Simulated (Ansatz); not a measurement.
Basis-set series for `C=CC(F)(F)Cl`. Total charge 0; spin multiplicity 1. The geometry is a stationary point of PBE0-D4/def2-TZVP. It is one conformer, not always the lowest.

```csv
functional,basis,functions,energy (Eh),HOMO (eV),LUMO (eV)
PBE0-D4,def2-SVP,103,-775.12831,-8.44,-0.74
PBE0-D4,def2-QZVPP,445,-775.68861,-8.55,-1.03
ωB97M-V,def2-SVP,103,-775.47934,-10.67,1.54
ωB97M-V,def2-QZVPP,445,-776.04664,-10.80,1.07
```

Question: Give the rows for def2-TZVPP. (Estimate.)

Answer: Ansatz gave: 
| functional | basis | functions | energy (Eh) | HOMO (eV) | LUMO (eV) |
| --- | --- | --- | --- | --- | --- |
| PBE0-D4 | def2-TZVPP | 239 | -775.65903 | -8.52 | -0.96 |
| ωB97M-V | def2-TZVPP | 239 | -776.01861 | -10.77 | 1.22 |

Positive LUMOs are unbound and depend on the basis.
